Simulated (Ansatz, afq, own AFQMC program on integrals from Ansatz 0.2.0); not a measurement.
## V, quartet → V, sextet

A free V atom.

E(sextet, charge +0) − E(quartet, charge +0) at this geometry, on UHF and UHF determinants.

Basis def2-SVP. Only valence electrons are correlated. Ansatz 0.2.0 and our own AFQMC program on the same integrals; the CISD trial comes from CCSD amplitudes, and released means the phaseless constraint is let go. ± is one standard error of the sampling. The metal's outer-core s and p shells are frozen, which shifts wave-function levels against functionals. The errors of all members are added in quadrature.

Full CI on the same integrals is exact in this basis and with this determinant's frozen core.

Errors are counted within def2-SVP, not against nature.

Cautions: no relativity below Rb; outer-core shells of the metal frozen; V (quartet): the ph-AFQMC/CISD walk drifts between its halves (2.0 errors), CCSDTQ on the ROHF determinant differs (85 meV higher), by its state or its frozen core; V (sextet): another spin lies lower, the released energies move by 1.5 errors or more from one time to the next, so no released level is given (meV from the phaseless value at times in 1/Eh: -2 ± 4 at 0.24, -8 ± 3 at 0.51, 6 ± 4 at 0.99, 2 ± 5 at 1.62, 6 ± 6 at 2.40), though the last usable value meets full CI within the noise.

Reference (full CI): 19.5 kcal/mol.

```json
{"level": "HF", "vertical spin gap (kcal/mol)": "13.5", "error against FCI (kcal/mol)": "-6.0"}
{"level": "MP2", "vertical spin gap (kcal/mol)": "14.0", "error against FCI (kcal/mol)": "-5.6"}
{"level": "CCSD", "vertical spin gap (kcal/mol)": "18.9", "error against FCI (kcal/mol)": "-0.6"}
{"level": "CCSD(T)", "vertical spin gap (kcal/mol)": "19.3", "error against FCI (kcal/mol)": "-0.2"}
{"level": "CCSDT", "vertical spin gap (kcal/mol)": "19.5", "error against FCI (kcal/mol)": "0.0"}
{"level": "CCSDT(Q)", "vertical spin gap (kcal/mol)": "19.5", "error against FCI (kcal/mol)": "0.0"}
{"level": "CCSDTQ", "vertical spin gap (kcal/mol)": "19.5", "error against FCI (kcal/mol)": "0.0"}
{"level": "ph-AFQMC/CISD", "vertical spin gap (kcal/mol)": "19.2 ± 0.1", "error against FCI (kcal/mol)": "-0.3 ± 0.1"}
```

Correlation beyond CCSD(T) adds 0.2 kcal/mol. The perturbative (T) step is worth +0.4 kcal/mol.

CCSDT and higher add their correlation energy to the determinant of the CCSD(T) run, since their own runs factorise the integrals more tightly (a shift of under 2 meV).
